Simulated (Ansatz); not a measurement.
For zinc-blende BAs, PBE-D3(BJ) (PAW; Ansatz, a quantum-chemistry and plane-wave program) gives:

| Property | Value |
|---|---|
| lattice parameter a | 4.764 Å |
| zone-centre TO phonon frequency | 697 cm⁻¹ |
| elastic constant C11 | 279 GPa |
| elastic constant C44 | 154 GPa |
| polycrystal shear modulus | 132 GPa |

Task: What does PBE0 in Ansatz (PAW) give for the same quantities?

Result: 
- lattice constant a: 4.770 Å (rises by 0.1 %)
- zone-centre TO phonon frequency: 721 cm⁻¹ (increases by 3.4 %)
- elastic constant C11: 297 GPa (goes up by 6.5 %)
- elastic constant C44: 161 GPa (increases by 4.5 %)
- Voigt–Reuss–Hill shear modulus: 140 GPa (increases by 6.1 %)

For comparison: lattice constant a 4.777 Å (measured, room temperature, not corrected to a static lattice; as tabulated in Lucero et al. (2012), arXiv:1111.4515); elastic constant C11 285 GPa (measured, room temperature, no zero-point or thermal correction; as tabulated in Kang et al. (2019), arXiv:1911.11281); elastic constant C44 149 GPa (measured, room temperature, not corrected to a static lattice, our sources range from 149 to 173; as tabulated in Kang et al. (2019), arXiv:1911.11281).

Changes are worked out from the printed values.

Unless a cell is named, each level is at its own relaxed cell (PBE-D3(BJ) 13.52, PBE0 13.57 Å³/atom).

Caveats: the dispersion coefficients are held fixed in the derivatives (PBE-D3(BJ)). Ansatz's density-functional and Hartree–Fock values are scalar-relativistic unless marked +SOC, with PAW data made under PBE.
